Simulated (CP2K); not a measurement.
# S2F2 (Difluorodisulfane): levels of theory compared

Wanted: a comparison of 5 runs (HF/STO-3G, HF/3-21G, B3LYP/6-31G*, AM1, GFN1-xTB) of S2F2 (Difluorodisulfane). 

The results are computed with CP2K 2026.2.

5 further runs of the same task are left out: 5 that didn't finish.

**1. The system as given**

S2F2 has 4 atoms, charge 0, and is taken as a singlet. SMILES: `FSSF`. The S3–F4 distance was set to 2.937 Å, away from the relaxed value. At this shape a bond of the SMILES string is far longer than usual.

Bond lengths: F1–S2 1.631 Å, S2–S3 1.890 Å. Angles: F1–S2–S3 108.6°.

**2. The energy at HF/STO-3G (run 1)**

molecule.inp

```
&GLOBAL
 PROJECT molecule
 RUN_TYPE ENERGY
 PRINT_LEVEL MEDIUM
&END
&FORCE_EVAL
 METHOD QS
 &DFT
  BASIS_SET_FILE_NAME ./sto_3g.basis
  POTENTIAL_FILE_NAME POTENTIAL
  &QS
   METHOD GAPW
   EPS_DEFAULT 1.0E-10
  &END
  &MGRID
   CUTOFF 280
   REL_CUTOFF 50
   NGRIDS 4
  &END
  &POISSON
   PERIODIC NONE
   POISSON_SOLVER MULTIPOLE
  &END
  &SCF
   SCF_GUESS ATOMIC
   EPS_SCF 1.0E-06
   MAX_SCF 40
   &OT
    MINIMIZER DIIS
    PRECONDITIONER FULL_ALL
   &END
   &OUTER_SCF
    EPS_SCF 1.0E-06
    MAX_SCF 10
   &END
  &END
  &XC
   &XC_FUNCTIONAL NONE
   &END
   &HF
    FRACTION 1
    &SCREENING
     EPS_SCHWARZ 1.0E-10
    &END
    &MEMORY
     MAX_MEMORY 1050
    &END
   &END
  &END
  &PRINT
   &MOMENTS
    PERIODIC F
    REFERENCE COM
    MAX_MOMENT 1
   &END
   &MO_CUBES
    NLUMO 5
    NHOMO -1
    WRITE_CUBE F
   &END
   &LOWDIN ON
   &END
   &HIRSHFELD OFF
   &END
   &MO_MOLDEN ON
    NDIGITS 8
    NLUMO 5
   &END
  &END
 &END
 &SUBSYS
  &CELL
   ABC 10.1 8.1 10.4
   PERIODIC NONE
  &END
  &COORD
   F     -1.912886    -0.190786    -1.920308
   S     -0.596806     0.773294    -1.931088
   S      0.915854    -0.267246    -1.483438
   F      1.206410    -0.287820     1.438680
  &END
  &TOPOLOGY
   &CENTER_COORDINATES
   &END
  &END
  &KIND F
   BASIS_SET STO-3G
   POTENTIAL ALL
   LEBEDEV_GRID 194
   RADIAL_GRID 100
  &END
  &KIND S
   BASIS_SET STO-3G
   POTENTIAL ALL
   LEBEDEV_GRID 194
   RADIAL_GRID 100
  &END
 &END
&END
```

The run is started by

```sh
$ OMP_NUM_THREADS=1 cp2k.psmp -i molecule.inp > molecule.out 2>&1
```

The log of the run:

```text
CP2K| version string:                                       CP2K version 2026.2
[...]
 GLOBAL| Method name                                                        CP2K
[...]
 GLOBAL| Run type                                                         ENERGY
[...]
 DFT| Spin restricted Kohn-Sham (RKS) calculation                            RKS
 DFT| Multiplicity                                                             1
[...]
 DFT| Charge                                                                   0
[...]
 QS| Method:                                                                GAPW
[...]
 QS| Density cutoff [a.u.]:                                                140.0
[...]
 QS| Relative density cutoff [a.u.]:                                        25.0
[...]
                             - Atoms:                                          4
[...]
                             - Spherical basis functions:                     28
[...]
 Number of electrons:                                                         50
[...]
     1 OT DIIS     0.15E+00    0.4     0.85579919      -927.1474198890 -9.27E+02
[...]
    39 OT DIIS     0.15E+00    0.2     0.00000056      -982.0754190218  1.59E-10
  *** SCF run converged in    39 steps ***
[...]
  Overlap energy of the core charge distribution:               0.00000013453936
  Self energy of the core charge distribution:               -553.01376362727649
  Core Hamiltonian energy:                                   -452.17839741979344
  Hartree energy:                                              80.24855692086197
  Exchange-correlation energy:                                  0.00000000000000
  Hartree-Fock Exchange energy:                               -70.75350600295508
[...]
                     Mulliken Population Analysis
 #  Atom  Element  Kind  Atomic population                           Net charge
       1     F        1          9.182644                             -0.182644
       2     S        2         15.728893                              0.271107
       3     S        2         15.937859                              0.062141
       4     F        1          9.150603                             -0.150603
 # Total charge                             50.000000                  0.000000
[...]
  Dipole moment [Debye]
    X= -0.5908868E+00 Y=  0.5928631E+00 Z= -0.2129645E+01  Total=      2.2882359
[...]
 HOMO - LUMO gap [eV] :    5.774250
 ENERGY| Total FORCE_EVAL ( QS ) energy [hartree]           -982.075419021847438
[...]
```

It took 14 s on 1 thread of Arm Neoverse V2, shared host; peak memory 0.45 GiB.

**3. A single-point energy at HF/3-21G (run 2)**

molecule.inp

```
&FORCE_EVAL
    METHOD Quickstep
    &DFT
        BASIS_SET_FILE_NAME ./3_21g.basis
        POTENTIAL_FILE_NAME POTENTIAL
        &QS
            METHOD GAPW
            EPS_DEFAULT 1.0E-10
        &END
        &MGRID
            CUTOFF 280
            REL_CUTOFF 50
            NGRIDS 4
        &END
        &POISSON
            PERIODIC NONE
            POISSON_SOLVER MULTIPOLE
        &END
        &SCF
            SCF_GUESS ATOMIC
            EPS_SCF 1.0E-07
            MAX_SCF 100
            ADDED_MOS 5
            &DIAGONALIZATION
                ALGORITHM STANDARD
            &END
            &MIXING
                METHOD DIRECT_P_MIXING
                ALPHA 0.4
            &END
        &END
        &XC
            &XC_FUNCTIONAL NONE
            &END
            &HF
                FRACTION 1
                &SCREENING
                    EPS_SCHWARZ 1.0E-10
                &END
                &MEMORY
                    MAX_MEMORY 1050
                &END
            &END
        &END
        &PRINT
            &MOMENTS
                PERIODIC F
                REFERENCE COM
                MAX_MOMENT 1
            &END
            &MO ON
                ENERGIES T
                OCCUPATION_NUMBERS T
                NDIGITS 6
                &EACH
                    QS_SCF 0
                &END
                ADD_LAST NUMERIC
            &END
            &LOWDIN ON
            &END
            &HIRSHFELD OFF
            &END
        &END
    &END
    &SUBSYS
        &CELL
            ABC 10.1 8.1 10.4
            PERIODIC NONE
        &END
        &COORD
            SCALED T
            F    0.34557941   0.44647864   0.33902846
            S    0.47588436   0.56550086   0.33799192
            S    0.62565267   0.43703914   0.38103519
            F    0.65442059   0.43449914   0.66200808
        &END
        &KIND F
            BASIS_SET 3-21G
            POTENTIAL ALL
            LEBEDEV_GRID 194
            RADIAL_GRID 100
        &END
        &KIND S
            BASIS_SET 3-21G
            POTENTIAL ALL
            LEBEDEV_GRID 194
            RADIAL_GRID 100
        &END
    &END
&END
&GLOBAL
    PROJECT_NAME molecule
    RUN_TYPE ENERGY
    PRINT_LEVEL MEDIUM
&END
```

The run is started by

```sh
$ OMP_NUM_THREADS=1 cp2k.psmp -i molecule.inp -o molecule.out
```

The log of the run:

```text
CP2K| version string:                                       CP2K version 2026.2
[...]
 GLOBAL| Method name                                                        CP2K
[...]
 GLOBAL| Run type                                                         ENERGY
[...]
 DFT| Spin restricted Kohn-Sham (RKS) calculation                            RKS
 DFT| Multiplicity                                                             1
[...]
 DFT| Charge                                                                   0
[...]
 QS| Method:                                                                GAPW
[...]
 QS| Density cutoff [a.u.]:                                                140.0
[...]
 QS| Relative density cutoff [a.u.]:                                        25.0
[...]
                             - Atoms:                                          4
[...]
                             - Spherical basis functions:                     44
[...]
 Number of electrons:                                                         50
[...]
     1 P_Mix/Diag. 0.40E+00    0.4     0.29077439      -988.8255555375 -9.89E+02
[...]
    40 DIIS/Diag.  0.43E-06    0.2     0.00000010      -988.6180455607  4.55E-13
  *** SCF run converged in    40 steps ***
[...]
  Overlap energy of the core charge distribution:               0.00000013453960
  Self energy of the core charge distribution:               -553.01376362727649
  Core Hamiltonian energy:                                   -461.45828594352332
  Hartree energy:                                              84.91815511191196
  Exchange-correlation energy:                                  0.00000000000000
  Hartree-Fock Exchange energy:                               -69.97634996035606
[...]
                     Mulliken Population Analysis
 #  Atom  Element  Kind  Atomic population                           Net charge
       1     F        1          9.409020                             -0.409020
       2     S        2         15.436062                              0.563938
       3     S        2         15.855879                              0.144121
       4     F        1          9.299039                             -0.299039
 # Total charge                             50.000000                 -0.000000
[...]
  Dipole moment [Debye]
    X= -0.5991016E+00 Y=  0.1486363E+01 Z= -0.4725474E+01  Total=      4.9898201
 ENERGY| Total FORCE_EVAL ( QS ) energy [hartree]           -988.618045560736959
[...]
```

Run time: 7.5 s. Hardware: 1 thread of Arm Neoverse V2, shared host; peak memory 0.45 GiB.

Run 3 isn't shown in full; the table further down has it.

**4. A single-point energy at AM1 (run 4)**

job.inp

```
&GLOBAL
    PROJECT job
    RUN_TYPE ENERGY
    PRINT_LEVEL MEDIUM
&END GLOBAL

&FORCE_EVAL
    METHOD Quickstep
    &DFT
        &QS
            METHOD AM1
            EPS_DEFAULT 1.0E-10
            &SE
                &COULOMB
                    CUTOFF [angstrom] 50
                    RC_RANGE [angstrom] 0
                &END COULOMB
                &EXCHANGE
                    CUTOFF [angstrom] 50
                    RC_RANGE [angstrom] 0
                &END EXCHANGE
            &END SE
        &END QS
        &POISSON
            PERIODIC NONE
            POISSON_SOLVER ANALYTIC
        &END POISSON
        &SCF
            SCF_GUESS ATOMIC
            EPS_SCF 1.0E-06
            MAX_SCF 150
            ADDED_MOS 2
            &DIAGONALIZATION
                ALGORITHM STANDARD
            &END DIAGONALIZATION
            &MIXING
                METHOD DIRECT_P_MIXING
                ALPHA 0.4
            &END MIXING
        &END SCF
        &PRINT
            &MOMENTS
                PERIODIC F
                REFERENCE COM
                MAX_MOMENT 1
            &END MOMENTS
            &MO ON
                ENERGIES T
                OCCUPATION_NUMBERS T
                NDIGITS 6
                &EACH
                    QS_SCF 0
                &END EACH
                ADD_LAST NUMERIC
            &END MO
            &HIRSHFELD OFF
            &END HIRSHFELD
        &END PRINT
    &END DFT
    &SUBSYS
        &CELL
            ABC 11.1 9.1 11.4
            PERIODIC NONE
        &END CELL
        &COORD
            UNIT bohr
            F     -3.6148306    -0.3605333    -3.6288562
            S     -1.1277999     1.4613139    -3.6492274
            S      1.7307132    -0.5050217    -2.8032915
            F      2.2797845    -0.5439010     2.7187112
        &END COORD
        &TOPOLOGY
            &CENTER_COORDINATES
            &END CENTER_COORDINATES
        &END TOPOLOGY
    &END SUBSYS
&END FORCE_EVAL
```

The run is started by

```sh
$ OMP_NUM_THREADS=1 cp2k.psmp -i job.inp -o job.out
```

The log of the run:

```text
CP2K| version string:                                       CP2K version 2026.2
[...]
 GLOBAL| Method name                                                        CP2K
[...]
 GLOBAL| Run type                                                         ENERGY
[...]
                             - Atoms:                                          4
[...]
                             - Spherical basis functions:                     16
[...]
 Number of electrons:                                                         26
[...]
     1 P_Mix/Diag. 0.40E+00    0.0     0.85053468       -47.5508487676 -4.76E+01
[...]
    26 DIIS/Diag.  0.71E-06    0.0     0.00000082       -49.7175902311 -5.83E-12
  *** SCF run converged in    26 steps ***
  Core-core repulsion energy [eV]:                           1245.46076532850452
  Core Hamiltonian energy [eV]:                             -2264.54171564627586
  Two-electron integral energy [eV]:                         -667.60696376494093
  Electronic energy [eV]:                                   -2598.34519752874621
  Total energy [eV]:                                        -1352.88443220024169
  Atomic reference energy [eV]:                              1355.44260031508907
  Heat of formation [kcal/mol]:                                58.99276284846369
[...]
 SE_DIPOLE| Moment [Debye]          1.89981128      -2.10550446       4.75304302
 SE_DIPOLE| Derivative [a.u.]       0.00000000       0.00000000       0.00000000
 ENERGY| Total FORCE_EVAL ( QS ) energy [hartree]            -49.717590231056128
[...]
```

It took 0.22 s on 1 thread of Arm Neoverse V2, shared host.

**5. A single-point energy at GFN1-xTB (run 5)**

molecule.xyz

```xyz
4

F     -1.912886    -0.190786    -1.920308
S     -0.596806     0.773294    -1.931088
S      0.915854    -0.267246    -1.483438
F      1.206410    -0.287820     1.438680
```

mol.inp

```
&GLOBAL
  PROJECT mol
  RUN_TYPE ENERGY
  PRINT_LEVEL MEDIUM
&END GLOBAL

&FORCE_EVAL
  METHOD QUICKSTEP
  &DFT
    CHARGE 0
    MULTIPLICITY 1
    &QS
      METHOD XTB
      EPS_DEFAULT 1.0E-10
      &XTB
        GFN_TYPE 1
        CHECK_ATOMIC_CHARGES F
      &END XTB
    &END QS
    &POISSON
      PERIODIC NONE
      POISSON_SOLVER ANALYTIC
    &END POISSON
    &SCF
      SCF_GUESS ATOMIC
      EPS_SCF 1.0E-06
      MAX_SCF 40
      &OT ON
        MINIMIZER CG
        PRECONDITIONER FULL_SINGLE_INVERSE
      &END OT
      &OUTER_SCF
        EPS_SCF 1.0E-06
        MAX_SCF 10
      &END OUTER_SCF
    &END SCF
    &PRINT
      &MOMENTS
        PERIODIC F
        REFERENCE COM
        MAX_MOMENT 1
      &END MOMENTS
      &MO_CUBES
        NLUMO 3
        NHOMO -1
        WRITE_CUBE F
      &END MO_CUBES
      &HIRSHFELD OFF
      &END HIRSHFELD
    &END PRINT
  &END DFT
  # structure
  &SUBSYS
    &CELL
      ABC [angstrom] 11.1 9.1 11.4
      PERIODIC NONE
    &END CELL
    &TOPOLOGY
      COORD_FILE_NAME molecule.xyz
      COORD_FILE_FORMAT XYZ
      &CENTER_COORDINATES
      &END CENTER_COORDINATES
    &END TOPOLOGY
  &END SUBSYS
&END FORCE_EVAL
```

The run is started by

```sh
$ OMP_NUM_THREADS=1 cp2k.psmp mol.inp > mol.out
```

The log of the run:

```text
CP2K| version string:                                       CP2K version 2026.2
[...]
 GLOBAL| Method name                                                        CP2K
[...]
 GLOBAL| Run type                                                         ENERGY
[...]
                             - Atoms:                                          4
[...]
                             - Spherical basis functions:                     26
[...]
 Number of electrons:                                                         26
[...]
     1 OT CG       0.80E-01    0.0     0.31452618       -17.0074043118 -1.70E+01
[...]
     8 OT CG       0.79E-01    0.0     0.00000093       -17.5110801036 -1.35E-11
  *** SCF run converged in     8 steps ***
[...]
 TB_DIPOLE| Moment [Debye]         -0.70426114       1.48292574      -4.64939329
 TB_DIPOLE| Derivative [a.u.]       0.00000000       0.00000000       0.00000000
[...]
 ENERGY| Total FORCE_EVAL ( QS ) energy [hartree]            -17.511080103608641
[...]
```

Wall time 0.58 s (1 thread of Arm Neoverse V2, shared host).

**6. Overview of the runs**

| run | level | SCF convergence threshold | iteration cap | energy (Eh) | dipole moment (D) | HOMO energy (eV) | LUMO energy (eV) | wall time |
| --- | --- | --- | --- | --- | --- | --- | --- | --- |
| 1 | HF/STO-3G | 1e-06 | 40 | -982.075419 | 2.29 | -4.60 | 1.17 | 14 s |
| 2 | HF/3-21G | 1e-07 | 100 | -988.618046 | 4.99 | -9.74 | -3.26 | 7.5 s |
| 3 | B3LYP/6-31G* (spherical functions) | 1e-06 | 40 | -995.879152 | 5.55 | -7.61 | -5.65 | 98 s |
| 4 | AM1 | 1e-06 | 150 | -49.717590 | 5.53 | -9.42 | -4.15 | 0.22 s |
| 5 | GFN1-xTB | 1e-06 | 40 | -17.511080 | 4.93 | -12.98 | – | 0.58 s |

**7. Results**

| quantity | value |
| --- | --- |
| run 5: total energy | -17.51108 Eh |
| run 5: dipole moment (from atomic charges alone) | 4.93 D |
| run 5: HOMO energy | -12.98 eV |
| run 5: dispersion energy | -2.78 kJ/mol |

What this shows: The dipole moment (its size) runs from 2.29 D (HF/STO-3G) to 5.55 D (B3LYP/6-31G*). The two ends differ in method and basis. Some of these are taken from atomic charges alone. Over runs 1, 2, 3, 4 the HOMO–LUMO gap runs from 1.95 eV (B3LYP/6-31G*) to 6.48 eV (HF/3-21G). In run 1 the basis is minimal, so the values are rough. In runs 1, 2, 3, 4, 5 a closed-shell determinant meets a far-stretched bond, which it describes badly. Force-field and semi-empirical energies have zeros of their own, so their totals don't compare. All runs together took 2 min, the longest 98 s.
